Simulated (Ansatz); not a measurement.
What each rung costs, and what it gives

The pair of CH4 (SMILES C, atoms 1–5) and CH3Cl (SMILES CCl, atoms 6–10), both closed shells, in one local arrangement (a lower one may exist), relaxed at PBE0-D4/def2-TZVP:

C1  (-0.097, 0.071, -1.919)
H2  (-0.361, 0.444, -2.909)
H3  (-0.352, -0.987, -1.853)
H4  (-0.650, 0.628, -1.163)
H5  (0.974, 0.200, -1.761)
C6  (0.211, -0.163, 1.929)
Cl7  (-1.168, 0.947, 1.836)
H8  (0.423, -0.536, 0.929)
H9  (-0.049, -0.985, 2.593)
H10  (1.069, 0.380, 2.319)
(Å)

Interaction energies are counterpoise-corrected; the time is that of the whole pair.

Computed with Ansatz 0.2.0 (basis: as named in each row); correlated methods freeze the cores. B3LYP uses VWN-RPA correlation. Extrapolation: Hartree–Fock as exp(−7.88 √X), correlation as X^−2.97.

Times are rough, for one single point on 4 threads of a shared host (Arm Neoverse V1).

The estimate by CCSD(T) at an estimated basis limit (MP2 extrapolated from triple and quadruple zeta, plus CCSD(T) − MP2 in triple zeta) is -0.044 eV.

| method | basis | time (s) | interaction energy (eV) | method less estimate |
| --- | --- | --- | --- | --- |
| HF | STO-3G | under 1 | 0.017 | 0.061 |
| PBE-D4 | STO-3G | under 1 | -0.040 | 0.004 |
| SPW92 | def2-SVP | under 1 | -0.071 | -0.027 |
| B3LYP-D4 | 6-31G | under 1 | -0.042 | 0.002 |
| PBE-D4 | def2-SVP | under 1 | -0.051 | -0.007 |
| PBE0-D4 | def2-SVP | under 1 | -0.045 | -0.001 |
| CCSD(T) | def2-SVP | 1 | -0.007 | 0.037 |
| PBE-D4 | def2-TZVPPD | 2 | -0.051 | -0.008 |
| revPBE-D4 | def2-TZVPPD | 2 | -0.041 | 0.003 |
| BLYP-D4 | def2-TZVPPD | 2 | -0.035 | 0.009 |
| PBE0-D4 | def2-TZVPPD | 2 | -0.046 | -0.003 |
| B3LYP-D4 | def2-TZVPPD | 2 | -0.040 | 0.004 |
| HSE06-D4 | def2-TZVPPD | 2 | -0.046 | -0.003 |
| wB97M-V | def2-SVP | 2 | -0.034 | 0.010 |
| r2SCAN-D4 | def2-TZVPPD | 3 | -0.038 | 0.005 |
| B2PLYP | def2-TZVPPD | 4 | -0.011 | 0.032 |
| wB97X-V | def2-TZVPPD | 6 | -0.042 | 0.001 |
| wB97M-V | def2-TZVPPD | 6 | -0.040 | 0.004 |
| B97M-V | def2-TZVPPD | 7 | -0.041 | 0.002 |
| MP2 | def2-QZVPPD | 15 | -0.042 | 0.002 |
| CCSD(T) | def2-TZVPPD | 73 | -0.036 | 0.007 |

The T1 diagnostic stays at or below 0.008.
